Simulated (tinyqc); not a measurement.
Harmonic frequencies on the RHF/sto-3g surface (energies and gradients from PySCF), for H3O+, spin multiplicity 1, step by step. One step of it, computed by the program tinyqc.

Task: Normal modes. Diagonalise H_ij / sqrt(m_i m_j); the 6 smallest eigenvalues belong to translations and rotations; wavenumber = sqrt(eigenvalue / 1822.888) x 219474.63; each mode has its largest component positive (the first on a tie); zero-point energy = sum of wavenumbers / 2, with 349.755 1/cm per kcal/mol. A mass of 2.014 u marks deuterium.

Hessian (symmetrised) (hartree/bohr^2), lower triangle:
```
             1Ox          1Oy          1Oz          2Hx          2Hy          2Hz          3Hx          3Hy
1Ox   1.06919144
1Oy   0.00016999   1.06927879
1Oz  -0.01478614   0.01138157   0.14283278
2Hx  -0.59355967   0.00815745   0.12735739   0.60137271
2Hy   0.00734944  -0.11434357  -0.00330891  -0.00864021   0.08308784
2Hz   0.19553706  -0.00468281  -0.05257650  -0.15298479   0.00344459   0.05325448
3Hx  -0.22927828   0.20797829  -0.05174676  -0.00323049   0.03920769  -0.02076427   0.20690989
3Hy   0.20742298  -0.48908234   0.09512594  -0.00495352   0.01514008   0.00310603  -0.22394152   0.48741349
3Hz  -0.08465541   0.15485590  -0.04204868   0.01238992  -0.01796388  -0.00052502   0.06423311  -0.11724451
4Hx  -0.24635999  -0.21630572  -0.06082489  -0.00458199  -0.03791686  -0.02178664   0.02560185   0.02147186
4Hy  -0.21494240  -0.46585938  -0.10319865   0.00543622   0.01611814  -0.00186779  -0.02324343  -0.01346932
4Hz  -0.09609546  -0.16155470  -0.04820557   0.01323803   0.01782822  -0.00015358   0.00827764   0.01901302

             3Hz         4Hx         4Hy         4Hz
3Hz   0.04332388
4Hx   0.00803191  0.22534312
4Hy  -0.01964650  0.23274974  0.46321269
4Hz  -0.00075092  0.07457930  0.12471250  0.04910939
```

masses (u): 1O 15.994915, 2H 2.014102, 3H 1.007825, 4H 1.007825

Give: eigenvalues of the mass-weighted Hessian; harmonic wavenumbers of the vibrations; mass-weighted modes; zero-point energy.

Result:

eigenvalues of the mass-weighted Hessian (hartree/(bohr^2 u)): 0.0000  0.0000  0.0000  0.0000  0.0000  0.0000  0.0232  0.0996  0.1372  0.3560  0.6545  0.7024

harmonic wavenumbers of the vibrations (1/cm): 782.9  1622.0  1903.7  3067.0  4158.8  4308.1

mass-weighted modes:
```
      mode 1   mode 2   mode 3   mode 4   mode 5   mode 6
1Ox   0.0100  -0.0059  -0.2207  -0.3086   0.2002  -0.0059
1Oy   0.0048  -0.2908   0.0046   0.0052  -0.0048  -0.2884
1Oz  -0.4197  -0.0035  -0.0074   0.0822   0.0608  -0.0035
2Hx   0.1128   0.0130  -0.1601   0.9039  -0.0774   0.0002
2Hy  -0.0071   0.6427   0.0043  -0.0154   0.0011   0.0074
2Hz   0.4004   0.0077  -0.0957  -0.2397   0.0392   0.0001
3Hx  -0.0977   0.4520   0.5604  -0.0221  -0.3325  -0.3137
3Hy   0.0929   0.1181   0.3695   0.1053   0.5864   0.5776
3Hz   0.5542  -0.1811   0.0869   0.0069  -0.1419  -0.1617
4Hx  -0.1016  -0.4469   0.5451  -0.0263  -0.3556   0.3368
4Hy  -0.1021   0.1318  -0.3938  -0.1044  -0.5687   0.5607
4Hz   0.5518   0.1841   0.0778   0.0044  -0.1556   0.1754
```

zero-point energy = 22.6480 kcal/mol
